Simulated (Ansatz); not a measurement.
Geometry optimisation, RHF/6-31G* in Ansatz.

Input file:

```yaml
crystal:
  periodic: [false, false, false]
  atoms:
    - { symbol: "N", position_ang: [2.1007, -1.7481, 1.006] }
    - { symbol: C, position_ang: [1.289, -1.0787, 0.3772] }
    - { symbol: C, position_ang: [0.3358, -0.3107, -0.4188] }
    - { symbol: O, position_ang: [0.5618, -0.3901, -1.7867] }
    - { symbol: C, position_ang: [-0.5701, 0.4487, 0.147] }
    - { symbol: O, position_ang: [-0.7406, 0.6008, 1.5166] }
    - { symbol: H, position_ang: [-0.1638, 0.1608, -2.1911] }
    - { symbol: H, position_ang: [-1.2466, 1.0619, -0.4044] }
    - { symbol: H, position_ang: [-0.09548, 0.07455, 2.03507] }
basis:
  gaussian: { orbitals: "6-31G*" }
hamiltonian:
  xc: hf
relax:
  f_tol: 0.015
  max_steps: 40
```

Command:

```bash
$ ansatz run input.yaml --threads 1 --pin off --max-ram 2048MiB --backend cpu --events-out ev --progress --plain --runs-dir out
```

Where does it end, and by what steps?

The run converged. After 8 steps the energy has fallen by 0.729 eV; N1 moved furthest, 0.14 Å.

| step | energy less start (eV) | largest force component (eV/Å) | accepted |
| --- | --- | --- | --- |
| 0 | 0.0000 | 6.838 | yes |
| 1 | -0.6660 | 1.533 | yes |
| 2 | -0.7116 | 0.495 | yes |
| 3 | -0.7146 | 0.429 | yes |
| 4 | -0.7248 | 0.276 | yes |
| 5 | -0.7275 | 0.079 | yes |
| 6 | -0.7289 | 0.055 | yes |
| 7 | -0.7293 | 0.018 | yes |
| 8 | -0.7293 | 0.004 | yes |

```xyz
9
Properties=species:S:1:pos:R:3
N 1.992 -1.666 1.014
C 1.296 -1.073 0.339
C 0.368 -0.282 -0.426
O 0.539 -0.386 -1.771
C -0.539 0.459 0.194
O -0.718 0.568 1.516
H -0.133 0.097 -2.233
H -1.238 1.059 -0.357
H -0.096 0.042 2.006
```

Whether the end is a true minimum wasn't checked by a vibrational analysis.

The run took 22 s on 1 thread of Intel(R) Xeon(R) Platinum 8488C (Sapphire Rapids), with other jobs on the host, peak memory 0.19 GiB.
